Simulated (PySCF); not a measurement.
C4H9, SMILES C[C+](C)C, charge +1. Atoms are numbered in the order given.

```xyz
13

C     -0.3321     1.4026     0.2495
C      0.0000     0.0000     0.0000
C      1.3545    -0.4880     0.2585
C     -1.0224    -0.9146    -0.5079
H     -0.7445     1.8412    -0.6926
H      0.4954     2.0215     0.6378
H     -1.2158     1.4459     0.9322
H      2.0801     0.1541    -0.2982
H      1.5219    -1.5559     0.0342
H      1.6138    -0.2631     1.3225
H     -0.6419    -1.3872    -1.4466
H     -1.0915    -1.7911     0.1821
H     -2.0175    -0.4656    -0.6716
```
Charge +1, spin multiplicity 1.

Geometry: PBE-D3(BJ)/def2-SVP. The geometry has at least one imaginary mode, so it is a saddle point at that level.

The numbers are results of PBE/def2-TZVP run with PySCF, not measurements.

Atomic charges (e):

| atom | Löwdin | Mulliken | IAO |
|---|---|---|---|
| C1 | -0.20 | -0.36 | -0.44 |
| C2 | -0.04 | 0.20 | 0.34 |
| C3 | -0.20 | -0.36 | -0.44 |
| C4 | -0.20 | -0.36 | -0.44 |
| H5 | 0.20 | 0.22 | 0.23 |
| H6 | 0.16 | 0.19 | 0.19 |
| H7 | 0.20 | 0.22 | 0.23 |
| H8 | 0.20 | 0.22 | 0.23 |
| H9 | 0.16 | 0.19 | 0.19 |
| H10 | 0.20 | 0.22 | 0.23 |
| H11 | 0.20 | 0.22 | 0.23 |
| H12 | 0.20 | 0.22 | 0.23 |
| H13 | 0.16 | 0.19 | 0.19 |

Computed Mayer and Wiberg (Löwdin basis) orders of the bonds:
```csv
bond,Mayer,Wiberg
C1–C2,1.10,1.39
C2–C3,1.10,1.39
C2–C4,1.10,1.39
C1–H5,0.88,0.81
C1–H6,0.95,0.87
C1–H7,0.88,0.81
C3–H8,0.88,0.81
C3–H9,0.95,0.87
C3–H10,0.88,0.81
C4–H11,0.88,0.81
C4–H12,0.88,0.81
C4–H13,0.95,0.87
```
